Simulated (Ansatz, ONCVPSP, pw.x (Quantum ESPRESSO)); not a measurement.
From atom to crystal: ONCV potential for copper (Cu)

Cu (Z = 29), optimised norm-conserving Vanderbilt (ONCV), made with ONCVPSP 4.0.1.1 (patched build) (PBEsol, scalar-relativistic). Core [Ar], reference 3d10 4s0.5 4p0.5. Waves: 4s: rc 2.40 bohr, ncon 4, nbas 8, qcut 3.1 1/bohr, 2 projectors, debl 2.2 Ha; 4p: rc 3.50 bohr, ncon 4, nbas 7, qcut 2.4 1/bohr, 2 projectors, debl 2.1 Ha; 3d: rc 1.50 bohr, ncon 3, nbas 7, qcut 11.6 1/bohr, 2 projectors, debl 1.3 Ha. Local part: polynomial inside 1.20 bohr (lpopt 5, dvloc0 -1 Ha). Core correction: polynomial model core, fcfact 0.35.

Atomic tests: cutoffs needed: 50 Ha and 56 Ha (the cutoffs (Ha) at which the residual kinetic energy of the hardest occupied pseudo-wave falls to 1 and 0.1 mHa per electron); ghost test: no bound ghost flagged; GHOST(+) flagged for s at 23.1 eV, p at 80.3 eV; configuration tests: 1 of 4 tests not solved or not reliable.

Crystal test: bcc Cu in pw.x 7.5, no spin, 16³ k-points, Fermi–Dirac smearing 0.01 Ry, cutoffs 130/520 Ry. The lattice is a test structure that the element need not adopt, and mesh and smearing are coarse.

pw.x input:

```
&control
  calculation='scf', prefix='x', pseudo_dir='./', outdir='./tmp', tstress=.true., disk_io='low'
/
&system
  ibrav=0, nat=1, ntyp=1, ecutwfc=130, ecutrho=520, nbnd=13,
  occupations='smearing', smearing='fd', degauss=0.01
/
&electrons
  conv_thr=1e-09, mixing_beta=0.4, electron_maxstep=70
/
ATOMIC_SPECIES
Cu 1.0 Cu.UPF
CELL_PARAMETERS angstrom
  -1.41667974 1.41667974 1.41667974
  1.41667974 -1.41667974 1.41667974
  1.41667974 1.41667974 -1.41667974
ATOMIC_POSITIONS crystal
Cu 0.0000 0.0000 0.0000
K_POINTS automatic
16 16 16 0 0 0
```

```bash
pw.x < Cu.scf.in > Cu.scf.out
```

**Question.** How does the run end?

**Answer.** It converges; the pressure is -9.92 GPa against -0.14 GPa from all-electron LAPW. The largest radius (3.50 bohr) exceeds half the bond length (2.32 bohr), so the spheres overlap, which is one possible source of error among others. This is a poor potential for the solid. The generator flags a localised state at positive energy (s at 23 eV). Atomic configuration tests: 1 of 4 tests not solved or not reliable. The log shows:

```
     scf convergence threshold =      1.0E-09
     Exchange-correlation= PBESOL
     number of k points=   145  Fermi-Dirac smearing, width (Ry)=  0.0100
     iteration #  1     ecut=   130.00 Ry     beta= 0.40
     total energy              =    -102.40153870 Ry
     estimated scf accuracy    <       0.50333879 Ry
     iteration #  2     ecut=   130.00 Ry     beta= 0.40
     total energy              =    -102.54557617 Ry
     estimated scf accuracy    <       0.11450550 Ry
     iteration #  3     ecut=   130.00 Ry     beta= 0.40
     total energy              =    -102.56324378 Ry
     estimated scf accuracy    <       0.00145064 Ry
     iteration #  4     ecut=   130.00 Ry     beta= 0.40
     total energy              =    -102.56350147 Ry
     estimated scf accuracy    <       0.00178616 Ry
     iteration #  5     ecut=   130.00 Ry     beta= 0.40
     total energy              =    -102.56374157 Ry
     estimated scf accuracy    <       0.00002000 Ry
     iteration #  6     ecut=   130.00 Ry     beta= 0.40
     total energy              =    -102.56374774 Ry
     estimated scf accuracy    <       0.00000170 Ry
     iteration #  7     ecut=   130.00 Ry     beta= 0.40
     total energy              =    -102.56374779 Ry
     estimated scf accuracy    <       0.00000057 Ry
     iteration #  8     ecut=   130.00 Ry     beta= 0.40
     total energy              =    -102.56374789 Ry
     estimated scf accuracy    <       0.00000060 Ry
     iteration #  9     ecut=   130.00 Ry     beta= 0.40
     the Fermi energy is    13.7112 ev
!    total energy              =    -102.56374798 Ry
     estimated scf accuracy    <          2.5E-10 Ry
     smearing contrib. (-TS)   =      -0.00160599 Ry
     The total energy is F=E-TS. E is the sum of the following terms:
     one-electron contribution =     -19.65593249 Ry
     hartree contribution      =      25.27869348 Ry
     xc contribution           =     -25.94269903 Ry
     ewald contribution        =     -82.24220394 Ry
     convergence has been achieved in   9 iterations
          total   stress  (Ry/bohr**3)                   (kbar)     P=      -99.18
```
